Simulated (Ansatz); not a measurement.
A nudged elastic band was laid between two geometries of AlClH₂ (4 atoms, charge 0, multiplicity 1).

The calculation used RKS PBE-D4/6-31G* in Ansatz.

| Property | Result |
| --- | --- |
| movable images | 4 |
| climbing image | no |
| spring | 5.0 eV/Å² |
| optimiser | quadratic models (default) |
| start path | through a guess of the saddle point |
| force threshold | 0.05 eV/Å |
| iteration limit | 60 |
| end points | relaxed |

First end point:

```xyz
4
Properties=species:S:1:pos:R:3
Al 0.329 0.000 0.340
H 0.138 0.000 1.921
Cl 2.319 0.000 -0.395
H -0.840 0.000 -0.742
```

Last end point:

```xyz
4
Properties=species:S:1:pos:R:3
Al -0.587 0.000 -0.118
H 1.710 0.000 0.755
Cl 2.965 0.000 1.218
H -2.141 0.000 -0.730
```

(1) What changes between the two ends?

(2) What energy profile does the band end with?

(3) What is the geometry of the highest image?

Results:

(1) Bonds broken: Al1–H2, Al1–Cl3. Bonds formed: H2–Cl3. AlClH2 becomes AlH + ClH.

(2) The forces met the threshold. The highest image is number 2 of 0 to 5, 2.77 eV above the first end and 0.09 eV above the last; the last end lies 2.68 eV above the first. Neighbouring images differ by up to 1.9 eV, so the band resolves the path poorly. No image climbed, so the highest image needn't sit at the top of the path. The orbitals stay closed-shell, which can raise the energy where a bond breaks towards radicals; this wasn't checked here.

```
image  path coordinate (Å)  energy (eV)  Al1–H2 (Å)  Al1–Cl3 (Å)  H2–Cl3 (Å)
    0                 0.00         0.00        1.59         2.12        3.18
    1                 0.74         0.87        1.56         2.21        2.41
    2                 1.47         2.77        1.68         2.69        1.78
    3                 2.21         2.74        2.22         3.33        1.36
    4                 2.95         2.70        2.36         3.65        1.35
    5                 3.69         2.68        2.46         3.79        1.34
```

(3) 
```xyz
4
Properties=species:S:1:pos:R:3:forces:R:3
Al -0.321 0.000 0.427 0.60 0.00 -0.03
H 1.029 0.000 1.431 -0.50 0.00 0.35
Cl 2.367 0.000 0.262 -0.31 0.00 -0.42
H -1.128 0.000 -0.996 0.22 0.00 0.11
```

Time of the run: 56 s on 1 thread of Arm Neoverse N1 (shared host), peak memory 0.091 GiB.
